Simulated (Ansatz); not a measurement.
Start from `C=CC(C)(F)S` and change one atom or group to get `CC(C)(F)S`.

Ansatz, PBE0-D4/def2-TZVP geometries, multiplicity 1. Each molecule was computed in one conformer, which needn't be the lowest.

```csv
property,`C=CC(C)(F)S`
HOMO energy (PBE/def2-TZVPP) / eV,-6.00
size of the dipole moment (PBE/def2-TZVPP) / D,1.53
HOMO energy (PBE0/def2-TZVPP) / eV,-7.24
LUMO energy (ωB97M-V/def2-TZVPP) / eV,1.73
HOMO–LUMO gap (PBE/def2-TZVPP) / eV,4.67
LUMO energy (B3LYP/def2-TZVPP) / eV,-0.57
```

(1) Give the same properties after the change, and the shifts. (Estimate.)

Answers

(1) The calculation gave: 
```
                                      property  `CC(C)(F)S`  shift
             HOMO energy (PBE/def2-TZVPP) / eV        -5.77   0.23
size of the dipole moment (PBE/def2-TZVPP) / D         2.53   1.00
            HOMO energy (PBE0/def2-TZVPP) / eV        -7.05   0.19
         LUMO energy (ωB97M-V/def2-TZVPP) / eV         1.93   0.20
           HOMO–LUMO gap (PBE/def2-TZVPP) / eV         4.92   0.25
           LUMO energy (B3LYP/def2-TZVPP) / eV        -0.16   0.41
```

With PBE0 the HOMO rises by 0.19 eV and the LUMO rises by 0.45 eV, so the gap widens by about 0.26 eV. PBE moves the HOMO by 0.23 eV and ωB97M-V by 0.16 eV. Dipoles are sizes alone; their direction can turn.

B3LYP here is the variant with VWN-RPA as its local correlation; programs differ in this.
